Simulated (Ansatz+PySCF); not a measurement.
Values are calculated unless marked as measured or tabulated.
# Several solutions for singlet BH

```xyz
2

B     0.0000    0.0000   -0.3131
H     0.0000    0.0000    1.5655
```

Basis set: cc-pVDZ (spherical functions). Charge 0, multiplicity 1.

UHF was run from several starts with Ansatz (development build ahead of 0.2.0) and PySCF 2.14.0.

| run | program | start | converged | energy (hartree) | <S²> |
| --- | --- | --- | --- | --- | --- |
| A | PySCF | program defaults | yes | -25.06026 | 0.00 |
| B | PySCF | guess huckel, instabilities followed | yes | -25.06268 | 0.37 |
| C | Ansatz | atomic start, no search | yes | -25.06026 | 0.00 |
| D | Ansatz | stability test followed | yes | -25.06268 | 0.37 |
| E | Ansatz | search for the lowest state | yes | -25.06268 | 0.37 |
| F | PySCF | guess minao, instabilities followed | yes | -25.06268 | 0.37 |
| G | PySCF | guess atom, instabilities followed | yes | -25.06268 | 0.37 |
| H | PySCF | guess 1e, instabilities followed | yes | -25.06268 | 0.37 |

**Question.** Which runs reached the lowest solution of this kind, and what is wrong with the others?

**Answer.** B, D, E, F, G, H reached the lowest solution found. Converged but too high: A by 0.07 eV, C by 0.07 eV. Convergence only shows a stationary point, and even a stable one can lie too high; stability tests and further starts are what find lower ones. Caution: the unrestricted determinant is spin contaminated. Caution: the determinant breaks the point group.
